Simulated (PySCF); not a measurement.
acetic acid (C2H4O2), SMILES CC(=O)O. Atoms are numbered in the order given.

```xyz
8

C      0.1104     1.3881     0.0000
C     -0.1217    -0.0928     0.0000
O      1.0340    -0.7765     0.0000
O     -1.1928    -0.6378     0.0000
H     -0.8514     1.9116     0.0000
H      0.6983     1.6735     0.8846
H      0.6983     1.6735    -0.8846
H      0.7927    -1.7156     0.0000
```

Geometry optimised at PBE0-D3(BJ)/def2-SVP. The values are those of a single conformer.

Method: ωB97X/def2-TZVPD run with PySCF.

Gas-phase values at a fixed geometry.

Estimate the frontier levels, gap, dipole moment and polarisability. (An estimate is asked for; the answer gives what the named calculation found.)


The highest occupied level is -10.67 eV and the lowest empty level is 1.67 eV. The orbital gap is 12.33 eV. The dipole moment is 1.82 D. The quadrupole, principal values (traceless, Buckingham form, about the centre of nuclear charge) is -8.12, 0.60, 7.53 D·Å. The mean static polarisability is 33.9 bohr³ (5.02 Å³). The polarisability, principal values is 26.7, 36.5, 38.6 bohr³.
